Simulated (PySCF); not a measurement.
# Oxygen: a sound run and one with changed settings

Sound run: O [He] 2s2 2p4, O⁺ [He] 2s2 2p3. All numbers are calculated (PySCF 2.14, no relativity, point nucleus, in def2-SVP (3s2p1d, 14 functions)). In the sound run the correlated levels freeze 1s2. The sound run starts from symmetry-adapted Hartree-Fock orbitals and uses a fine grid where one is needed.

Changed run: a valence shell is frozen. This setting is unsound on purpose.

```
species   method  sound run (hartree)  changed run (hartree)  converged
      O      MP2            -74.82140              -74.76943        yes
      O  CCSD(T)            -74.83747              -74.77687        yes
     O⁺      MP2            -74.34500              -74.29260        yes
     O⁺  CCSD(T)            -74.36051              -74.29596        yes
```

Ionisation energy of O:

| method | sound run (eV) | changed run (eV) |
| --- | --- | --- |
| UHF | 12.083 | 12.083 |
| MP2 | 12.963 | 12.975 |
| SCS-MP2 | 12.985 | 13.103 |
| CCSD | 12.972 | 13.082 |
| CCSD(T) | 12.979 | 13.086 |

Freezing a valence shell removes pair correlation that changes on ionisation.

For comparison, NIST gives 13.618 eV between the lowest levels.
